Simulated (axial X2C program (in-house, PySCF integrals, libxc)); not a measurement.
## Spin–orbit effects along a row: molecules with H (ions), CCSD(T)

Calculated with an axial X2C code built on PySCF integrals, spin-free (one-electron X2C) or two-component (2c: spin–orbit coupling with atomic mean-field Coulomb and Gaunt terms, which also bring small scalar terms), in Dyall basis sets with cores contracted in-house; open shells are unrestricted.

Basis sets: Cl dyall-av3z, H dyall-v3z, Mg dyall-cv3z, Na dyall-cv3z, P dyall-v3z, S dyall-av3z, Si dyall-v3z. Frozen shells (counts by l): NaH⁺ Na 1s, H none, 9 electrons correlated; MgH⁺ Mg 2s1p, H none, 2 electrons correlated; SiH⁺ Si 2s1p, H none, 4 electrons correlated; PH⁺ P 2s1p, H none, 5 electrons correlated; SH⁺ S 2s1p, H none, 6 electrons correlated; HCl⁺ Cl 2s1p, H none, 7 electrons correlated. Coupled cluster in natural virtuals with an MP2 remainder. Where the outer core of a metal is frozen, bonds come out longer and ionisation energies lower. Frozen cores can differ along the series, which adds to the trend.

| molecule | spin-free state | Re (Å) | ωe (cm⁻¹) | De (eV) | 2c state | Re 2c (Å) | ωe 2c (cm⁻¹) | De 2c (eV) |
| --- | --- | --- | --- | --- | --- | --- | --- | --- |
| NaH⁺ | M_S = 1/2, Λ = 0 | 2.586 | 309.1 | 0.07 | Ω = 1/2 | 2.586 | 309.1 | 0.07 |
| MgH⁺ | M_S = 0, Λ = 0 | 1.664 | 1688.6 | 2.09 | Ω = 0 | 1.664 | 1688.4 | 2.09 |
| SiH⁺ | M_S = 0, Λ = 0 | 1.512 | 2145.8 | 3.34 | Ω = 0 | 1.512 | 2145.5 | 3.32 |
| PH⁺ | M_S = 1/2, Λ = 1 | 1.431 | 2372.7 | 3.39 | Ω = 1/2 | 1.432 | 2372.1 | 3.41 |
| SH⁺ | M_S = 1, Λ = 0 | 1.370 | 2539.9 | 3.56 | Ω = 1 | 1.370 | 2539.4 | 3.56 |
| HCl⁺ | M_S = 1/2, Λ = 1 | 1.319 | 2682.2 | 4.66 | Ω = 3/2 | 1.319 | 2681.9 | 4.66 |

(1) Work out the shifts from the spin-free to the two-component result.

Fragments in 2c: Na+ + H, Mg+ + H, Si+ + H, P+ + H, S+ + H, Cl+ + H. Each entry is the lowest single determinant of a limited PBE0 search at one distance. De goes to single-determinant-based atoms at the same level (for ions the charge split of lowest energy) and is withheld (n/a) where an atom does not fit its ground term or J level. Main or longest-lived isotopes. One determinant is a doubtful description, or other states lie close, for SH⁺; these need not be ground states, and all values refer to the states named. Some open-shell Ω = 0 determinants are out of reach, so the Ω given for SH⁺ need not be the lowest component. With several unpaired electrons the Ω given is that of one determinant, not necessarily of the lowest component. Some light 2c atoms are not at their ground J level, so De misses part of their lowering (0.04 eV or less).

## Answers

(1) 

```tsv
molecule	2c state	ΔRe (Å)	Δωe (cm⁻¹)	ΔDe (eV)
NaH⁺	Ω = 1/2	0.000	0.0	0.00
MgH⁺	Ω = 0	0.000	-0.2	0.00
SiH⁺	Ω = 0	0.000	-0.3	-0.02
PH⁺	Ω = 1/2	0.001	-0.6	0.02
SH⁺	Ω = 1	0.000	-0.5	0.00
HCl⁺	Ω = 3/2	0.000	-0.3	0.00
```

Shifts of one unit in the last digit are rounding.
